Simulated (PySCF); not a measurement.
# CH2F radical: a look at the electrons, part 3 of 3

For CH2F radical, the scripts below see where an electron leaves and enters, analyse its density (charges, bond critical points, surface potential) and measure its response to a uniform field.

PySCF 2.14.0; Gaussian basis, gas phase.

## (6) Response to an electric field (M06-2X/6-31+g*)

The input, input.py:

```python
import numpy as np
from pyscf import gto, scf, dft
from pyscf.scf import atom_ks, atom_hf
from scipy.linalg import block_diag

def solve(mol, dm0=None, hcore=None):
    mf = (dft.UKS if mol.spin else dft.RKS)(mol, xc='m062x')
    mf.grids.level = 3
    mf = mf.density_fit(auxbasis='def2-universal-jkfit')
    mf.conv_tol, mf.max_cycle = 1e-8, 80
    if hcore is not None:
        mf.get_hcore = lambda *args: hcore
    mf.kernel(dm0)
    if not mf.converged:
        mf = mf.newton().run(mf.mo_coeff, mf.mo_occ, max_cycle=30)
    assert mf.converged, 'SCF not converged'
    return mf

mol = gto.M(atom='''
C      0.64990    -0.00004    -0.04217
F     -0.68124    -0.00001     0.00729
H      1.11603    -0.95442     0.09373
H      1.11576     0.95473     0.09368
''', basis='6-31+g*', charge=0, spin=1, verbose=4)
field = np.array([-0.0, -0.002, -0.0])  # atomic units
mol.set_common_orig(mol.atom_charges() @ mol.atom_coords() / mol.atom_charges().sum())
mf = solve(mol)
out = dict(dm0=mf.make_rdm1(), d0=mf.dip_moment(unit='AU'), e0=mf.e_tot)
for name, sign in (('p', 1), ('m', -1)):
    h = mf.get_hcore() + sign * np.einsum('x,xij->ij', field, mol.intor('int1e_r'))
    mi = solve(mol, mf.make_rdm1(), h)
    out.update({'dm' + name: mi.make_rdm1(), 'd' + name: mi.dip_moment(unit='AU'), 'e' + name: mi.e_tot})
# spherically averaged free atoms, for the promolecule
atm = atom_ks.get_atm_nrks(mol, xc='m062x')
pro = block_diag(*[(atm[a[0]][2] * atm[a[0]][3]) @ atm[a[0]][2].T for a in mol._atom])
np.savez('result.npz', pro=pro, **out)
```

Command:

```sh
$ OMP_NUM_THREADS=1 python input.py
```

Output:

```text
[ENV] PYSCF_TMPDIR <dir>
[ENV] PYSCF_MAX_MEMORY 1650
[INPUT] verbose = 4
[INPUT] num. atoms = 4
[INPUT] num. electrons = 17
[INPUT] charge = 0
[INPUT] spin (= nelec alpha-beta = 2S) = 1
[INPUT] symmetry False subgroup None
[INPUT] Mole.unit = angstrom
[INPUT] Symbol           X                Y                Z      unit          X                Y                Z       unit  Magmom
[INPUT]  1 C      0.649900000000  -0.000040000000  -0.042170000000 AA    1.228133008355  -0.000075589045  -0.079689750673 Bohr   0.0
[INPUT]  2 F     -0.681240000000  -0.000010000000   0.007290000000 AA   -1.287357025099  -0.000018897261   0.013776103448 Bohr   0.0
[INPUT]  3 H      1.116030000000  -0.954420000000   0.093730000000 AA    2.108991046798  -1.803592407807   0.177124029655 Bohr   0.0
[INPUT]  4 H      1.115760000000   0.954730000000   0.093680000000 AA    2.108480820745   1.804178222906   0.177029543349 Bohr   0.0

nuclear repulsion = 32.3357240614261
number of shells = 20
number of NR pGTOs = 70
number of NR cGTOs = 40
basis = 6-31+g*
ecp = {}

******** <class 'pyscf.df.df_jk.DFUKS'> ********
method = DFUKS
initial guess = minao
damping factor = 0
level_shift factor = 0
DIIS = <class 'pyscf.scf.diis.CDIIS'>
diis_start_cycle = 1
diis_space = 8
diis_damp = 0
SCF conv_tol = 1e-08
SCF conv_tol_grad = None
SCF max_cycles = 80
direct_scf = False
number electrons alpha = 9  beta = 8
XC library pyscf.dft.libxc version 7.0.0
    S. Lehtola, C. Steigemann, M. J.T. Oliveira, and M. A.L. Marques.,  SoftwareX 7, 1–5 (2018)
XC functionals = m062x
    Y. Zhao and D. G. Truhlar.,  Theor. Chem. Acc. 120, 215 (2008)
    Y. Zhao and D. G. Truhlar.,  Theor. Chem. Acc. 120, 215 (2008)
radial grids:
    Treutler-Ahlrichs [JCP 102, 346 (1995); DOI:10.1063/1.469408] (M4) radial grids

becke partition: Becke, JCP 88, 2547 (1988); DOI:10.1063/1.454033
pruning grids: <function nwchem_prune at 0x7d33e5667600>
grids dens level: 3
symmetrized grids: False
atomic radii adjust function: <function treutler_atomic_radii_adjust at 0x7d33e5667ba0>
small_rho_cutoff = 0
Set gradient conv threshold to 0.0001
tot grids = 48000
******** <class 'pyscf.df.df.DF'> ********
auxbasis = def2-universal-jkfit
init E= -139.082634735841
[... the frontier-level lines of each cycle are left out ...]


cycle= 1 E= -138.987929509646  delta_E= 0.0947  |g|= 0.238  |ddm|= 1.15
cycle= 2 E= -138.989239086043  delta_E= -0.00131  |g|= 0.268  |ddm|= 0.298
cycle= 3 E= -139.013091324402  delta_E= -0.0239  |g|= 0.0262  |ddm|= 0.146
cycle= 4 E= -139.013466053068  delta_E= -0.000375  |g|= 0.0092  |ddm|= 0.0246
cycle= 5 E= -139.013549355812  delta_E= -8.33e-05  |g|= 0.00336  |ddm|= 0.0141
cycle= 6 E= -139.013562863035  delta_E= -1.35e-05  |g|= 0.00092  |ddm|= 0.0056
cycle= 7 E= -139.013564184528  delta_E= -1.32e-06  |g|= 0.000178  |ddm|= 0.0022
cycle= 8 E= -139.013564228715  delta_E= -4.42e-08  |g|= 4.82e-05  |ddm|= 0.000386
cycle= 9 E= -139.01356423124  delta_E= -2.53e-09  |g|= 1.01e-05  |ddm|= 9.71e-05
Extra cycle  E= -139.013564231351  delta_E= -1.11e-10  |g|= 4.27e-06  |ddm|= 1.42e-05
converged SCF energy = -139.013564231351  <S^2> = 0.75456035  2S+1 = 2.0045552
Dipole moment(X, Y, Z, A.U.):  0.58495, -0.00005,  0.10328

******** <class 'pyscf.df.df_jk.DFUKS'> ********
method = DFUKS
initial guess = minao
damping factor = 0
level_shift factor = 0
DIIS = <class 'pyscf.scf.diis.CDIIS'>
diis_start_cycle = 1
diis_space = 8
diis_damp = 0
SCF conv_tol = 1e-08
SCF conv_tol_grad = None
SCF max_cycles = 80
direct_scf = False
number electrons alpha = 9  beta = 8
XC library pyscf.dft.libxc version 7.0.0
    S. Lehtola, C. Steigemann, M. J.T. Oliveira, and M. A.L. Marques.,  SoftwareX 7, 1–5 (2018)
XC functionals = m062x
    Y. Zhao and D. G. Truhlar.,  Theor. Chem. Acc. 120, 215 (2008)
    Y. Zhao and D. G. Truhlar.,  Theor. Chem. Acc. 120, 215 (2008)
radial grids:
    Treutler-Ahlrichs [JCP 102, 346 (1995); DOI:10.1063/1.469408] (M4) radial grids

becke partition: Becke, JCP 88, 2547 (1988); DOI:10.1063/1.454033
pruning grids: <function nwchem_prune at 0x7d33e5667600>
grids dens level: 3
symmetrized grids: False
atomic radii adjust function: <function treutler_atomic_radii_adjust at 0x7d33e5667ba0>
small_rho_cutoff = 0
Overwritten attributes  get_hcore  of <class 'pyscf.df.df_jk.DFUKS'>
Set gradient conv threshold to 0.0001
tot grids = 48000
******** <class 'pyscf.df.df.DF'> ********
auxbasis = def2-universal-jkfit
init E= -139.013564322464
cycle= 1 E= -139.013588428577  delta_E= -2.41e-05  |g|= 0.00115  |ddm|= 0.0152
cycle= 2 E= -139.01358931752  delta_E= -8.89e-07  |g|= 0.000296  |ddm|= 0.00179
cycle= 3 E= -139.013589366187  delta_E= -4.87e-08  |g|= 4.8e-05  |ddm|= 0.000412
cycle= 4 E= -139.013589369623  delta_E= -3.44e-09  |g|= 1.17e-05  |ddm|= 0.000161
...
SCF conv_tol_grad = None
SCF max_cycles = 80
direct_scf = False
number electrons alpha = 9  beta = 8
XC library pyscf.dft.libxc version 7.0.0
    S. Lehtola, C. Steigemann, M. J.T. Oliveira, and M. A.L. Marques.,  SoftwareX 7, 1–5 (2018)
XC functionals = m062x
    Y. Zhao and D. G. Truhlar.,  Theor. Chem. Acc. 120, 215 (2008)
    Y. Zhao and D. G. Truhlar.,  Theor. Chem. Acc. 120, 215 (2008)
radial grids:
    Treutler-Ahlrichs [JCP 102, 346 (1995); DOI:10.1063/1.469408] (M4) radial grids

becke partition: Becke, JCP 88, 2547 (1988); DOI:10.1063/1.454033
pruning grids: <function nwchem_prune at 0x7d33e5667600>
grids dens level: 3
symmetrized grids: False
atomic radii adjust function: <function treutler_atomic_radii_adjust at 0x7d33e5667ba0>
small_rho_cutoff = 0
Set gradient conv threshold to 0.0001
tot grids = 48000
******** <class 'pyscf.df.df.DF'> ********
auxbasis = def2-universal-jkfit
init E= -139.013564140239
cycle= 1 E= -139.013588246317  delta_E= -2.41e-05  |g|= 0.00115  |ddm|= 0.0152
cycle= 2 E= -139.013589135248  delta_E= -8.89e-07  |g|= 0.000296  |ddm|= 0.00179
cycle= 3 E= -139.013589183912  delta_E= -4.87e-08  |g|= 4.81e-05  |ddm|= 0.000412
cycle= 4 E= -139.013589187343  delta_E= -3.43e-09  |g|= 1.26e-05  |ddm|= 0.000161
Extra cycle  E= -139.013589187414  delta_E= -7.1e-11  |g|= 1.25e-05  |ddm|= 1.97e-05
converged SCF energy = -139.013589187414  <S^2> = 0.75456009  2S+1 = 2.0045549
Dipole moment(X, Y, Z, A.U.):  0.58489,  0.02500,  0.10328
Spherically averaged atomic KS for {'H', 'F', 'C'}

******** <class 'pyscf.scf.atom_ks.AtomSphAverageRKS'> ********
method = AtomSphAverageRKS
initial guess = vsap
damping factor = 0
level_shift factor = 0
diis_start_cycle = 1
diis_space = 12
SCF conv_tol = 1e-09
SCF conv_tol_grad = None
SCF max_cycles = 50
direct_scf = True
direct_scf_tol = 1e-13
XC library pyscf.dft.libxc version 7.0.0
    S. Lehtola, C. Steigemann, M. J.T. Oliveira, and M. A.L. Marques.,  SoftwareX 7, 1–5 (2018)
XC functionals = m062x
    Y. Zhao and D. G. Truhlar.,  Theor. Chem. Acc. 120, 215 (2008)
    Y. Zhao and D. G. Truhlar.,  Theor. Chem. Acc. 120, 215 (2008)
radial grids:
    Treutler-Ahlrichs [JCP 102, 346 (1995); DOI:10.1063/1.469408] (M4) radial grids

becke partition: Becke, JCP 88, 2547 (1988); DOI:10.1063/1.454033
pruning grids: <function nwchem_prune at 0x7d33e5667600>
grids dens level: 3
symmetrized grids: False
atomic radii adjust function: <function treutler_atomic_radii_adjust at 0x7d33e5667ba0>
User specified grid scheme (100, 434)
small_rho_cutoff = 0
Set gradient conv threshold to 3.16228e-05
tot grids = 24752
init E= -5.2483585362066
cycle= 1 E= -5.29269107639515  delta_E= -0.0443  |g|=    0  |ddm|= 0.616
cycle= 2 E= -5.30507119011663  delta_E= -0.0124  |g|=    0  |ddm|= 0.423
cycle= 3 E= -5.32016069623113  delta_E= -0.0151  |g|=    0  |ddm|= 0.214
cycle= 4 E= -5.32045139243116  delta_E= -0.000291  |g|=    0  |ddm|= 0.0599
cycle= 5 E= -5.32071817072154  delta_E= -0.000267  |g|=    0  |ddm|= 0.0298
cycle= 6 E= -5.32072506386127  delta_E= -6.89e-06  |g|=    0  |ddm|= 0.00916
cycle= 7 E= -5.32073122763168  delta_E= -6.16e-06  |g|=    0  |ddm|= 0.00455
cycle= 8 E= -5.32073138832182  delta_E= -1.61e-07  |g|=    0  |ddm|= 0.00139
cycle= 9 E= -5.32073153124323  delta_E= -1.43e-07  |g|=    0  |ddm|= 0.000693
cycle= 10 E= -5.32073153498519  delta_E= -3.74e-09  |g|=    0  |ddm|= 0.000212
cycle= 11 E= -5.32073153841269  delta_E= -3.43e-09  |g|=    0  |ddm|= 7.48e-05
cycle= 12 E= -5.32073153847063  delta_E= -5.79e-11  |g|=    0  |ddm|= 7.64e-06
Extra cycle  E= -5.32073153847515  delta_E= -4.52e-12  |g|=    0  |ddm|= 7.33e-06
Atomic HF for atom  C  converged. SCF energy = -5.32073153847515

******** <class 'pyscf.scf.atom_ks.AtomSphAverageRKS'> ********
method = AtomSphAverageRKS
initial guess = vsap
damping factor = 0
level_shift factor = 0
diis_start_cycle = 1
diis_space = 12
SCF conv_tol = 1e-09
SCF conv_tol_grad = None
SCF max_cycles = 50
direct_scf = True
direct_scf_tol = 1e-13
XC library pyscf.dft.libxc version 7.0.0
    S. Lehtola, C. Steigemann, M. J.T. Oliveira, and M. A.L. Marques.,  SoftwareX 7, 1–5 (2018)
XC functionals = m062x
    Y. Zhao and D. G. Truhlar.,  Theor. Chem. Acc. 120, 215 (2008)
    Y. Zhao and D. G. Truhlar.,  Theor. Chem. Acc. 120, 215 (2008)
radial grids:
    Treutler-Ahlrichs [JCP 102, 346 (1995); DOI:10.1063/1.469408] (M4) radial grids

becke partition: Becke, JCP 88, 2547 (1988); DOI:10.1063/1.454033
pruning grids: <function nwchem_prune at 0x7d33e5667600>
grids dens level: 3
symmetrized grids: False
atomic radii adjust function: <function treutler_atomic_radii_adjust at 0x7d33e5667ba0>
User specified grid scheme (100, 434)
small_rho_cutoff = 0
Set gradient conv threshold to 3.16228e-05
tot grids = 25232
init E= -67.1850011767929
cycle= 1 E= -67.1881304378342  delta_E= -0.00313  |g|=    0  |ddm|= 0.141
cycle= 2 E= -67.1885764956201  delta_E= -0.000446  |g|=    0  |ddm|= 0.082
cycle= 3 E= -67.1896608085248  delta_E= -0.00108  |g|=    0  |ddm|= 0.0413
cycle= 4 E= -67.1896639727732  delta_E= -3.16e-06  |g|=    0  |ddm|= 0.00679
cycle= 5 E= -67.1896713033476  delta_E= -7.33e-06  |g|=    0  |ddm|= 0.0034
cycle= 6 E= -67.1896713250848  delta_E= -2.17e-08  |g|=    0  |ddm|= 0.000563
cycle= 7 E= -67.1896713754129  delta_E= -5.03e-08  |g|=    0  |ddm|= 0.000282
cycle= 8 E= -67.1896713755602  delta_E= -1.47e-10  |g|=    0  |ddm|= 4.64e-05
Extra cycle  E= -67.1896713756629  delta_E= -1.03e-10  |g|=    0  |ddm|= 3.89e-05
Atomic HF for atom  F  converged. SCF energy = -67.1896713756629

******** <class 'pyscf.scf.atom_ks.AtomSphAverageRKS'> ********
method = AtomSphAverageRKS
initial guess = vsap
damping factor = 0
level_shift factor = 0
diis_start_cycle = 1
diis_space = 12
SCF conv_tol = 1e-09
SCF conv_tol_grad = None
SCF max_cycles = 50
direct_scf = True
direct_scf_tol = 1e-13
XC library pyscf.dft.libxc version 7.0.0
    S. Lehtola, C. Steigemann, M. J.T. Oliveira, and M. A.L. Marques.,  SoftwareX 7, 1–5 (2018)
XC functionals = m062x
    Y. Zhao and D. G. Truhlar.,  Theor. Chem. Acc. 120, 215 (2008)
    Y. Zhao and D. G. Truhlar.,  Theor. Chem. Acc. 120, 215 (2008)
radial grids:
    Treutler-Ahlrichs [JCP 102, 346 (1995); DOI:10.1063/1.469408] (M4) radial grids

becke partition: Becke, JCP 88, 2547 (1988); DOI:10.1063/1.454033
pruning grids: <function nwchem_prune at 0x7d33e5667600>
grids dens level: 3
symmetrized grids: False
atomic radii adjust function: <function treutler_atomic_radii_adjust at 0x7d33e5667ba0>
User specified grid scheme (100, 434)
small_rho_cutoff = 0
Set gradient conv threshold to 3.16228e-05
tot grids = 26240
init E= 31.9286542021419
cycle= 1 E= 31.9248617560534  delta_E= -0.00379  |g|=    0  |ddm|= 0.135
cycle= 2 E= 31.9248068724344  delta_E= -5.49e-05  |g|=    0  |ddm|= 0.0155
cycle= 3 E= 31.924806341792  delta_E= -5.31e-07  |g|=    0  |ddm|= 0.00153
cycle= 4 E= 31.9248063363808  delta_E= -5.41e-09  |g|=    0  |ddm|= 0.000154
cycle= 5 E= 31.9248063363365  delta_E= -4.43e-11  |g|=    0  |ddm|= 7.81e-06
Extra cycle  E= 31.9248063363255  delta_E= -1.1e-11  |g|=    0  |ddm|= 6.96e-06
Atomic HF for atom  H  converged. SCF energy = 31.9248063363255
```

Run time: 9.9 s. Hardware: 1 thread of Intel Xeon Platinum 8259CL at 2.50GHz (Skylake/Cascade Lake), shared host; peak memory 0.22 GiB.

## (7) Post-processing

Change of the density in a field of 0.10 V/Å.

The induced dipole is 0.06 D (along the field); α along this axis, from the fields in both directions, is 13 bohr³ (1.9 Å³).

Electrons gather most on H4 (Hirshfeld charge changes by −0.003 e) and leave H3 most (+0.003 e); 0.008 electrons are displaced in all.

## (8) Outcome

This closing draws on all 3 parts.

| quantity | value |
| --- | --- |
| vertical ionisation energy (B3LYP/def2-svpd) | 9.61 eV |
| dipole moment (PBE0/def2-svp) | 1.31 D |
| HOMO, LUMO (PBE0/def2-svp) | -6.15, -0.88 eV |
| polarisability along the field (M06-2X/6-31+g*) | 12.5 bohr³ |

**Reading.** The ionisation energy from two SCF runs, 9.61 eV, lies 3.5 eV above −ε(HOMO) = 6.12 eV of the same level, B3LYP/def2-svpd, since self-interaction lifts this functional's HOMO. At PBE0/def2-svp: The highest Hirshfeld charge is on H3 and H4 (+0.05 e), the lowest on F2 (−0.08 e). The geometry was not optimised at these levels.
